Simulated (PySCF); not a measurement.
Input of a run (PBE0-D3(BJ)/def2-TZVP geometry optimisation, gas phase (PySCF 2.14.0)), started from GFN2-xTB:
```
{"job": {"xc": "PBE0", "basis": "def2-TZVP", "d3": "d3bj", "grid": 2, "shake": 0.01, "kind": "geom"}, "charge": 0, "multiplicity": 1}
C      3.272080    -0.863400     1.666800
N      2.212060    -0.574960     1.170840
C      1.064880    -0.280090     0.628710
C      0.048180    -0.000590     0.130010
C     -1.176440     0.296720    -0.440040
C     -2.239300     0.580660    -0.935270
H     -3.147510     0.812560    -1.371380
```

Output (energies in Eh, forces in Eh/bohr):
```
step   0  E = -245.47476059  max force = 0.101036
step   1  E = -245.48017198  max force = 0.005630
step   2  E = -245.48069536  max force = 0.001982
step   3  E = -245.48101663  max force = 0.001780
step   4  E = -245.48104426  max force = 0.001136
step   5  E = -245.48106214  max force = 0.000394
step   6  E = -245.48106513  max force = 0.000228
optimisation converged
```

Problem. Summarise the run.

Solution. The energy falls by 16.6 kJ/mol over 7 energy and gradient evaluations, the largest force component goes from 0.1010 to 2.3e-04 Eh/bohr, and the atoms move by 0.018 Å rms after alignment. The bond that changes most is C3≡C4 (both ends alkyne carbon), which lengthens by 0.042 Å. Bonds longer at the end by more than 0.005 Å: 2 of 6; shorter: 3. The energy never rose by more than 1e-6 Eh on the way. The first step brought 86 % of the lowering.

Problem. What are the final bond lengths?

Solution. C1≡N2 1.179 Å, N2–C3 1.296 Å, C3≡C4 1.209 Å, C4–C5 1.357 Å, C5≡C6 1.206 Å, C6–H7 1.064 Å. Numbering counts from 1 in the input's order; the species is isocyanodiacetylene (`C(#C[N+]#[C-])C#C`).

The run used 192 basis functions and 56 SCF cycles in all. On an Arm Neoverse N1 with one thread, shared host with 64 logical CPUs at a one-minute load of 63, this took 2.1 min and 0.70 GiB of memory at its peak.

PBE0-D3(BJ)/def2-TZVP frequencies: not computed here.
